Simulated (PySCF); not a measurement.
# BN+: from the state search to spectroscopic constants

One job finds the state of BN+, follows it along the bond with each method and fits the curves.

Program: PySCF 2.14.0. Level of theory: B aug-pcseg-1, N aug-pcseg-1, no relativity. These are calculated values, not measurements.

### 1 Set-up

The job is set up so:

```json
{
 "atoms": "B, N",
 "charge": "1",
 "basis": "B aug-pcseg-1, N aug-pcseg-1",
 "Hamiltonian": "no relativity",
 "basis functions": "46",
 "electrons treated": "11",
 "masses in u": "11.0093, 14.0031",
 "levels": "PBE0, PBE, r²SCAN, LDA, M06-L, PBEsol, ωB97X, HF, MP2, SCS-MP2, CCSD, CCSD(T)",
 "grid": "80 radial by 434 angular points",
 "occupations": "held fixed by the projection of orbital angular momentum",
 "dissociation limit": "B+ + N, each in its ground configuration",
 "starting distance in angstrom": "1.570",
 "values of 2S to try": "1, 3"
}
```

Started as:

```
$ OMP_NUM_THREADS=1 python dia.py task.json out
```

The runs that follow: The PBE0 curve of the state that the search chose; Higher solutions at PBE0; PBE (GGA); r²SCAN; LDA; M06-L (meta-GGA); PBEsol (GGA); ωB97X; UHF; Adding correlation.

Before running it: what results should come out? Wanted: for each run, Re; ωe; De; μ.

The runs gave:

Lowest PBE0 solution found, without spin–orbit coupling: ⁴Σ⁻ (quartet), unpaired electrons σ ↑, π ↑↑. State 2 has its PBE0 minimum 0.32 eV higher, as a spin-mixed determinant (⟨S²⟩ = 1.76), so this is no gap between pure states. State 3 has its PBE0 minimum 0.66 eV higher, as a spin-mixed determinant (⟨S²⟩ = 1.75), so this is no gap between pure states. The other levels ran on the lowest alone.

| level | Re (Å) | ωe (cm⁻¹) | De (eV) | μ (D) |
| --- | --- | --- | --- | --- |
| UHF | 1.413 | 1218 | 0.78 | -3.44 |
| UHF-MP2 | 1.435 | 1200 | 1.33 | n/a |
| UHF-SCS-MP2 | 1.444 | 1137 | 1.15 | n/a |
| UHF-CCSD | 1.459 | 1019 | 0.88 | n/a |
| UHF-CCSD(T) | 1.469 | 998 | 1.00 | n/a |
| LDA | 1.451 | 1123 | 2.78 | -2.53 |
| PBE | 1.458 | 1107 | 2.49 | -2.60 |
| PBEsol | 1.457 | 1114 | 2.59 | -2.60 |
| r²SCAN | 1.445 | 1130 | 2.32 | -2.84 |
| M06-L | 1.442 | 1173 | 2.39 | -2.71 |
| PBE0 | 1.437 | 1167 | 2.16 | -2.83 |
| ωB97X | 1.442 | 1150 | 1.89 | -2.85 |

De is counted to B+ + N in their ground configurations. A positive dipole points from B to N; in an ion it is taken about the centre of mass and does not tell which atom is negative.

Differences from CCSD(T) in the same basis:

| level | Re (mÅ) | ωe (%) |
| --- | --- | --- |
| UHF | -56 | +22.1 |
| UHF-MP2 | -34 | +20.3 |
| UHF-SCS-MP2 | -25 | +14.0 |
| UHF-CCSD | -10 | +2.1 |
| LDA | -18 | +12.5 |
| PBE | -10 | +11.0 |
| PBEsol | -12 | +11.6 |
| r²SCAN | -24 | +13.3 |
| M06-L | -27 | +17.6 |
| PBE0 | -32 | +16.9 |
| ωB97X | -27 | +15.3 |

Against CCSD(T) in the same basis, the bond length is nearest at UHF-CCSD and PBE (-10 mÅ) and farthest at UHF (-56 mÅ); the wavenumber is nearest at UHF-CCSD (+2.1 %) and farthest at UHF (+22.1 %). Hartree–Fock makes the bond too short and too stiff against this reference, as it mostly does. CCSD(T) in a basis this small is itself some way from its limit, more so than the functionals. Among the levels with a De in the table, it runs from 0.78 eV (UHF) to 2.78 eV (LDA).

Correlated steps freeze 2 core orbitals.
